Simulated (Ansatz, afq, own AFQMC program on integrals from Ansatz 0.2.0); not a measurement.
Integrals from Ansatz 0.2.0, then the random walk in our own AFQMC program (afq).

```yaml
crystal:
  periodic: [false, false, false]
  atoms:
    - {symbol: Si, position_ang: [0.000000, 0.000000, 0.826086]}
    - {symbol: C, position_ang: [0.000000, 0.000000, -2.322957]}
    - {symbol: H, position_ang: [0.000000, 2.097606, 2.331144]}
    - {symbol: H, position_ang: [0.000000, -2.097606, 2.331144]}
basis:
  gaussian: {orbitals: cc-pVDZ}
magnetization: {spin_polarized: false, initial_magnetization: 2}
correlation: {method: ccsd_t, electrons: outside_noble_gas, hamiltonian_folder: ham}
```

```sh
$ ansatz run in.yaml --threads 1 --pin off --events-out ev --progress --plain --max-ram 1382MiB
```

afq runs on the folder ham with

```
--method phaseless --trial cisd --walkers 60 --populations 1 --least-time 40 --time-step 0.005 --steps-per-block 50 --equilibration-blocks 40 --max-blocks 300 --target-error 0.00076 --factor-cut 1e-05 --start spin_pure --seed 7114 --release-times 0.24,0.51,0.99,1.62,2.4 --release-step 0.03 --release-every 4 --taylor-order 6
```

Times are imaginary, in 1/Eh. The walk had a cap of 1086 s.

Output of the walk:

```
orbitals 36  electrons 6 4  factors 223 of 406
reference energy -327.48679582 Eh
CCSD correlation -0.24144091 Eh in 23 cycles, weight of the determinant in the CISD state 0.7149
energy of the start -327.728236 Eh
 block  time / (1/Eh)  mean weight  energy / Eh
     1     0.250  1.0009  -327.722895
     2     0.500  1.0002  -327.722658
     3     0.750  1.0005  -327.724794
     4     1.000  0.9985  -327.724457
     5     1.250  1.0003  -327.724431
     7     1.750  0.9979  -327.725346
     9     2.250  0.9993  -327.730786
    15     3.750  1.0006  -327.734388
    29     7.250  0.9992  -327.742487
    43    10.750  0.9991  -327.730217
    50    12.500  1.0004  -327.725218
    57    14.250  1.0004  -327.737839
    71    17.750  1.0006  -327.727655
    85    21.250  1.0016  -327.733537
    99    24.750  1.0004  -327.733209
   113    28.250  1.0026  -327.741503
   127    31.750  1.0026  -327.739720
   141    35.250  1.0006  -327.730250
   155    38.750  1.0013  -327.738370
   169    42.250  1.0009  -327.727930
   183    45.750  0.9988  -327.738116
   197    49.250  1.0039  -327.729541
   211    52.750  0.9999  -327.736032
   225    56.250  0.9988  -327.763635
   239    59.750  0.9995  -327.741359
   253    63.250  0.9977  -327.740856
   267    66.750  0.9996  -327.739789
   274    68.500  0.9991  -327.732387
blocks merged  error / Eh  count
     1  0.000505  240
     2  0.000601  120
     4  0.000647  60
     8  0.000713  30
    16  0.000851  15
released: time / (1/Eh)  energy / Eh  error  mean overlap
  0.24  -327.736825  0.001071  1.0000
  0.51  -327.738984  0.001027  0.9854
  0.99  -327.739337  0.001128  0.9912
  1.62  -327.740757  0.001714  0.9893
  2.40  -327.740245  0.002329  1.0031
energy -327.735917 +/- 0.000713 Eh
(rows thinned)
```

The run passed its tests (sampling time, drift between the halves within three errors, error under three times the target), which doesn't prove that it has relaxed.

Against this walk (error 19.4 meV) on the same determinant: CCSD(T) 84.6 meV lower, CCSDT(Q) 174.0 meV lower. The error is statistical and leaves out the bias of the constraint. None of these is a sure reference here. Released to 0.99 1/Eh the energy lies 93 ± 36 meV (both errors) below the phaseless value, which shows part or all of the bias of the constraint, and CCSDT(Q) lies 80.9 meV below the released value.

Cautions: constraint bias not in the error; lower spins were not checked; higher spins were not checked; a spin-contaminated unrestricted determinant lies lower (UHF 1.77 eV lower, ⟨S²⟩ 3.53); strong correlation (T1 0.045, weight of the determinant 0.71, largest double 0.20); the bias of populations of 60 walkers isn't removed.

The walk took 5.9 min on 1 thread of Intel(R) Xeon(R) Platinum 8259CL CPU @ 2.50GHz (Skylake/Cascade Lake), with other jobs on the host. The log's last line is the phaseless energy.

CCSDT and higher add their correlation energy to the determinant of the CCSD(T) run, since their own runs factorise the integrals more tightly (a shift of under 2 meV). A walk keeps the symmetry of its determinant, which the program's search chose and which needn't be the lowest solution, so a lower state of the same spin and another symmetry isn't excluded.
